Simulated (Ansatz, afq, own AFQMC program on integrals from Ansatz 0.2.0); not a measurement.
Integrals from Ansatz 0.2.0, then the random walk in our own AFQMC program (afq).

```yaml
crystal:
  periodic: [false, false, false]
  atoms:
    - {symbol: N, position_ang: [0.000000, 0.000000, 0.000000]}
    - {symbol: H, position_ang: [0.000000, 0.000000, 1.036583]}
basis:
  gaussian: {orbitals: "6-31++G**"}
total_charge: -1
magnetization: {spin_polarized: true, initial_magnetization: 1}
correlation: {method: ccsd_t, electrons: outside_noble_gas, hamiltonian_folder: ham}
```

```sh
$ ansatz run in.yaml --threads 1 --pin off --events-out ev --progress --plain --max-ram 16896MiB --backend cuda --devices 0, --max-vram 18GiB
```

Options of the walk:

```
--method phaseless --trial cisd --walkers 4000 --populations 20 --least-time 60 --time-step 0.005 --steps-per-block 50 --equilibration-blocks 28 --max-blocks 4000 --target-error 0.00016 --factor-cut 1e-05 --start spin_pure --seed 7885 --release-times 0.24,0.51,0.99,1.62,2.4 --release-step 0.03 --release-every 3 --taylor-order 6
```

Times are imaginary, in 1/Eh. The walk had a cap of 122 s. With eight or more populations the least sampling time is a fifth of least-time, and the error comes from their spread.

afq prints:

```
orbitals 24  electrons 4 3  factors 159 of 241
reference energy -54.90922236 Eh
CCSD correlation -0.17184028 Eh in 12 cycles, weight of the determinant in the CISD state 0.9220
energy of the start -55.080347 Eh
 block  time / (1/Eh)  mean weight  energy / Eh
     1     0.250  1.0002  -55.079955
     2     0.500  1.0000  -55.081495
     3     0.750  0.9998  -55.082897
     4     1.000  0.9998  -55.084126
     5     1.250  1.0000  -55.085331
    10     2.500  1.0000  -55.085758
    15     3.750  0.9998  -55.085672
    20     5.000  1.0002  -55.086158
    25     6.250  0.9999  -55.086862
    30     7.500  1.0000  -55.087276
    35     8.750  0.9997  -55.086217
    36     9.000  1.0005  -55.087702
    40    10.000  1.0000  -55.085730
    45    11.250  1.0003  -55.086005
    50    12.500  1.0000  -55.086107
    55    13.750  1.0001  -55.086544
    60    15.000  1.0000  -55.086350
    65    16.250  1.0000  -55.085366
    70    17.500  0.9999  -55.085973
    75    18.750  1.0001  -55.085814
    78    19.500  1.0000  -55.086203
error from the spread of 20 populations
released: time / (1/Eh)  energy / Eh  error  mean overlap
  0.24  -55.086360  0.000078  0.9999
  0.51  -55.086360  0.000088  0.9997
  0.99  -55.086513  0.000082  0.9981
  1.62  -55.086551  0.000085  0.9967
  2.40  -55.086637  0.000108  0.9929
energy -55.086332 +/- 0.000125 Eh
(rows thinned)
```

The run passed its tests (sampling time, drift between the halves within three errors, error under three times the target), which doesn't prove that it has relaxed.

Against this walk (error 3.4 meV) on the same determinant: CCSD(T) 21.4 meV higher, CCSDT(Q) 10.2 meV lower, CCSDTQ 8.8 meV lower, full CI 9.2 meV lower. The error is statistical and leaves out the bias of the constraint. The released energies are still falling (meV from the phaseless value at times in 1/Eh: -0.8 ± 2.1 at 0.24, -0.7 ± 2.4 at 0.51, -4.9 ± 2.2 at 0.99, -5.9 ± 2.3 at 1.62, -8 ± 3 at 2.40), so they give no level.

Cautions: constraint bias not in the error; an unrestricted solution with more broken spin lies lower (270 meV, ⟨S²⟩ 1.77).

The walk took 22 s on 1 × NVIDIA H100 80GB HBM3 with 2 threads of AMD EPYC 7R13 Processor (Zen 3), on a shared host (the card was shared). The log's last line is the phaseless energy.

CCSDT and higher add their correlation energy to the determinant of the CCSD(T) run, since their own runs factorise the integrals more tightly (a shift of under 2 meV). A walk keeps the symmetry of its determinant, which the program's search chose and which needn't be the lowest solution, so a lower state of the same spin and another symmetry isn't excluded.
